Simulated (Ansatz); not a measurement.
# C3H5F: the cost of one run

Computed with Ansatz 0.2.0 (the levels named in each step, unless a step's input says otherwise).

### 1 The starting structure

Bond lengths: C1–C2 1.319 Å, C2–C3 1.496 Å, C3–F4 1.371 Å, C1–H5 1.077 Å, C1–H6 1.076 Å, C2–H7 1.081 Å, C3–H8 1.099 Å, C3–H9 1.097 Å. Angles: C1–C2–C3 124.7°, C1–C2–H7 121.9°, C3–C2–H7 113.4°, C2–C1–H5 121.3°, C2–C1–H6 121.8°, H5–C1–H6 116.9°, C2–C3–F4 112.4°, C2–C3–H8 110.8°, C2–C3–H9 110.8°, F4–C3–H8 106.8°, F4–C3–H9 106.8°, H8–C3–H9 109.1°.

As a file:

```xyz
9

C     1.6069    0.1882   -0.1064
C     0.4921    0.5820   -0.6903
C    -0.8819    0.1626   -0.2725
F    -0.8642   -0.6938    0.7985
H     1.5908   -0.4828    0.7358
H     2.5722    0.5195   -0.4463
H     0.4968    1.2554   -1.5365
H    -1.4805    1.0333    0.0278
H    -1.3942   -0.3616   -1.0890
```

### 2 A rough first relaxation, PBE-D4/def2-SVP

This run stands in another session on the same molecule. It ended at:

```xyz
9

C     1.6183    0.1849   -0.1011
C     0.4814    0.5836   -0.6921
C    -0.8876    0.1531   -0.2603
F    -0.8490   -0.7074    0.8209
H     1.5910   -0.5044    0.7571
H     2.6015    0.5296   -0.4551
H     0.5006    1.2726   -1.5562
H    -1.5030    1.0447    0.0120
H    -1.4152   -0.3539   -1.1043
```

### 3 Relaxation, r2SCAN-D4/def2-TZVPP

File input.yaml:

```yaml
crystal:
  periodic: [false, false, false]
  atoms:
    - { symbol: C, position_ang: [1.61830228, 0.18488045, -0.10105064] }
    - { symbol: C, position_ang: [0.48142478, 0.58358195, -0.69212099] }
    - { symbol: C, position_ang: [-0.88756481, 0.15306447, -0.26025159] }
    - { symbol: F, position_ang: [-0.84904285, -0.70740615, 0.82089605] }
    - { symbol: H, position_ang: [1.59103988, -0.50440467, 0.7570914] }
    - { symbol: H, position_ang: [2.60151503, 0.52960149, -0.45509421] }
    - { symbol: H, position_ang: [0.50058641, 1.27264029, -1.55617765] }
    - { symbol: H, position_ang: [-1.50297589, 1.0447021, 0.01202437] }
    - { symbol: H, position_ang: [-1.41524483, -0.35389993, -1.10427674] }
basis:
  gaussian: { orbitals: def2-TZVPP }
hamiltonian:
  xc: r2scan
  dispersion: d4
relax:
  f_tol: 0.002
  max_steps: 150
```

Run with:

```bash
$ ansatz run input.yaml --threads 4 --pin off --max-ram 10240MiB --backend cpu --events-out ev --progress --plain --runs-dir out
```

**Question.** How long does this run take on 4 threads of AMD EPYC (Zen 3), shared host, and how much memory does it need?

About 29 s, with a peak of 0.39 GiB.
